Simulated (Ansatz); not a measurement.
Input file:

```yaml
crystal:
  periodic: [false, false, false]
  atoms:
    - {symbol: Si, position_ang: [0.000000, -0.074932, 0.003528]}
    - {symbol: H, position_ang: [0.000000, 1.095541, -1.191848]}
    - {symbol: H, position_ang: [0.000000, 0.992372, 1.093540]}
basis:
  gaussian: {orbitals: cc-pVDZ, fitting: {mean_field: def2-universal-jkfit}}
magnetization: {spin_polarized: false}
hamiltonian: {xc: {name: B3LYP}}
correlation: {method: bccd, electrons: outside_noble_gas, diis_vectors: 2}
accuracy: high
```

```sh
$ ansatz run in.yaml --threads 1 --pin off --events-out ev --progress --plain --max-ram 2393MiB
```

The program prints:

```
164 factors; integrals over basis functions are off by at most 4.4e-1 eV
mean field evaluation 1: about -7907.9987 eV, gradient 8.6e0 eV
mean field evaluation 2: about -7907.9983 eV, gradient 8.6e0 eV
mean field evaluation 4: about -7908.3421 eV, gradient 8.0e-1 eV
mean field evaluation 8: about -7908.3451 eV, gradient 6.4e-3 eV
mean field evaluation 16: about -7908.3451 eV, gradient 2.9e-8 eV
mean field -7908.34508923 eV, -290.6263215605 hartree, gradient 2.9e-8 eV, S^2 0.000000; 0 other end points of the search recorded, 0 dependent functions left out
5 core orbitals not correlated: weight in the atoms' cores, before any rotation towards them, 1.000 or more for the frozen orbitals, at most 0.000 for the correlated occupied ones
reference -7891.48860404 eV, -290.0068571553 hartree; 3, 3 occupied and 20, 20 virtual orbitals, 164 factors
second order -2.50706993 eV of doubles, -0.09105181 eV of singles
cycle   1  -3.08809029 eV  change   -4.9e-1 eV  update   6.1e-2
cycle   2  -3.30618747 eV  change   -2.2e-1 eV  update   2.5e-2
cycle   3  -3.31932340 eV  change   -1.3e-2 eV  update   8.2e-3
cycle   4  -3.32098007 eV  change   -1.7e-3 eV  update   3.1e-3
cycle   5  -3.32060919 eV  change    3.7e-4 eV  update   1.0e-3
...
cycle  17  -3.32048991 eV  change   -4.0e-8 eV  update   3.9e-8
cycle  18  -3.32048992 eV  change   -1.4e-8 eV  update   2.5e-8
cycle  19  -3.32048993 eV  change   -1.3e-8 eV  update   3.3e-8
cycle  20  -3.32048993 eV  change  -4.4e-10 eV  update   7.5e-8
cycle  21  -3.32048993 eV  change    3.5e-9 eV  update   3.4e-8
cycle  22  -3.32048994 eV  change   -6.4e-9 eV  update   1.5e-8
cycle  23  -3.32048994 eV  change   -4.7e-9 eV  update   5.9e-9
cycle  24  -3.32048994 eV  change   -2.4e-9 eV  update   1.9e-9
cycle  25  -3.32048995 eV  change   -1.1e-9 eV  update  6.8e-10
cycle  26  -3.32048995 eV  change  -4.3e-10 eV  update  2.2e-10
Total energy: -7894.80909398 eV, -290.1288829101 hartree
```

Ran on 1 thread of Arm Neoverse V1, shared host: 1.1 s wall, 0.15 GiB peak host memory.
